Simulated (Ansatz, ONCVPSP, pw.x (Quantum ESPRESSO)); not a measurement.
# pw.x on sc Li: one setting changed

Potential: optimised norm-conserving Vanderbilt (ONCV), ONCVPSP 4.0.1, PBEsol; core none, reference 1s2 2s1; waves: 1s+2s: rc 1.25 bohr, ncon 3, nbas 8, qcut 8.7 1/bohr, 2 projectors; p scattering state at 0.4 Ha: rc 1.30 bohr, ncon 3, nbas 8, qcut 6.8 1/bohr, 2 projectors, debl 1.7 Ha; d scattering state at 0.24 Ha: rc 1.20 bohr, ncon 3, nbas 7, qcut 7.8 1/bohr, 2 projectors, debl 1.9 Ha; local part: polynomial inside 0.95 bohr (lpopt 5, dvloc0 3 Ha); core correction: none.

The reference run (k-mesh 12³, cutoffs 80/320 Ry, Fermi–Dirac 0.01 Ry, mixing_beta 0.4, conv_thr 1e-9, no spin) gives -0.06 GPa at 20.541 Å³/atom, where all-electron LAPW gives -0.06 GPa. This run, with its own iteration cap, changes nosym to true.

```
&control
  calculation='scf', prefix='x', pseudo_dir='./', outdir='./tmp', tstress=.true., disk_io='none'
/
&system
  ibrav=0, nat=1, ntyp=1, ecutwfc=80, ecutrho=320, nbnd=8,
  occupations='smearing', smearing='fd', degauss=0.01, nosym=.true.
/
&electrons
  conv_thr=1e-09, mixing_beta=0.4, electron_maxstep=50
/
ATOMIC_SPECIES
Li 1.0 Li.UPF
CELL_PARAMETERS angstrom
  2.73867519 0.00000000 0.00000000
  0.00000000 2.73867519 0.00000000
  0.00000000 0.00000000 2.73867519
ATOMIC_POSITIONS crystal
Li 0.0000 0.0000 0.0000
K_POINTS automatic
12 12 12 0 0 0
```

```bash
pw.x < Li.scf.in > Li.scf.out
```

Q: How does the run end?

A: It converges in 5 iterations; the free energy moves by +0.0 meV/atom and the pressure by +0.00 GPa. The result is that of the reference run.

```
lattice parameter (alat)  =       5.1753  a.u.
     unit-cell volume          =     138.6175 (a.u.)^3
     number of electrons       =         3.00
     number of Kohn-Sham states=            8
     kinetic-energy cutoff     =      80.0000  Ry
     charge density cutoff     =     320.0000  Ry
     scf convergence threshold =      1.0E-09
     Exchange-correlation= PBESOL
     number of k points=   868  Fermi-Dirac smearing, width (Ry)=  0.0100
     iteration #  1     ecut=    80.00 Ry     beta= 0.40
     total energy              =     -14.35948120 Ry
     estimated scf accuracy    <       0.00055482 Ry
     iteration #  2     ecut=    80.00 Ry     beta= 0.40
     total energy              =     -14.35940231 Ry
     estimated scf accuracy    <       0.00017587 Ry
     iteration #  3     ecut=    80.00 Ry     beta= 0.40
     total energy              =     -14.35941187 Ry
     estimated scf accuracy    <       0.00000124 Ry
     iteration #  4     ecut=    80.00 Ry     beta= 0.40
     total energy              =     -14.35941195 Ry
     estimated scf accuracy    <          8.2E-09 Ry
     iteration #  5     ecut=    80.00 Ry     beta= 0.40
     the Fermi energy is     0.8685 ev
!    total energy              =     -14.35941195 Ry
     estimated scf accuracy    <          6.2E-10 Ry
     smearing contrib. (-TS)   =      -0.00187618 Ry
     The total energy is F=E-TS. E is the sum of the following terms:
     one-electron contribution =      -9.84464585 Ry
     hartree contribution      =       3.69068167 Ry
     xc contribution           =      -3.26947113 Ry
     ewald contribution        =      -4.93410045 Ry
     convergence has been achieved in   5 iterations
          total   stress  (Ry/bohr**3)                   (kbar)     P=       -0.59
     Message from routine punch:
     Nothing written, as per user request (disk_io='none')
```

The run took about 71 s on one core of a shared server CPU.
